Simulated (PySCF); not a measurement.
# Adding and removing an electron: SiP

ROHF-CCSD(T); Si def2-TZVPPD, P def2-TZVPPD; no relativity (PySCF 2.14). Neutral (ROHF): doublet (π ↑), Re = 2.088 Å, ωe = 613 cm⁻¹, De = 3.43 eV.

SiP⁺ (UHF): triplet (π ↑↑), Re = 2.222 Å, ωe = 502 cm⁻¹, De = 2.73 eV to Si⁺ + P. The energies at the minima are -629.86925 hartree for SiP and -629.54588 for SiP⁺.

Work out the adiabatic ionisation energy, without and with harmonic zero-point energies (1 hartree = 27.2114 eV, 1 eV = 8065.5 cm⁻¹), and the change of the bond length.

At CCSD(T): 0.32337 hartree = 8.799 eV between the minima; the zero-point term (502.0 − 613.0)/2 cm⁻¹ = -0.007 eV makes it 8.792 eV. Re changes by +13.4 pm against the neutral. The electron leaves a π orbital, and the longer bond of the ion fits a bonding orbital, or a change in how ionic the bond is.

SiP⁻ (RHF): singlet (closed shell), Re = 2.024 Å, ωe = 671 cm⁻¹. The energies at the minima are -629.86925 hartree for SiP and -629.97470 for SiP⁻.

Work out the adiabatic electron affinity, without and with harmonic zero-point energies (1 hartree = 27.2114 eV, 1 eV = 8065.5 cm⁻¹), and the change of the bond length.

At CCSD(T): 0.10545 hartree = 2.869 eV between the minima; the zero-point term (613.0 − 671.0)/2 cm⁻¹ = -0.004 eV makes it 2.866 eV. Re changes by -6.4 pm against the neutral. The electron enters a π orbital, and the shorter bond of the ion fits a bonding orbital, or a change in how ionic the bond is.

Correlated steps freeze 10 core orbitals. UHF and ROHF references stand side by side, which adds small steps between rows. For an ion De counts to the pair picked by the measured ionisation energies or electron affinities, which need not be the lowest pair at this level. The CCSD T1 diagnostic is raised in SiP⁻, a sign that a single reference may not be enough there. States were picked by a PBE0 search and need not be the measured ground states.

Neutral and ion stand on different kinds of reference determinant, which adds to the error of the difference.
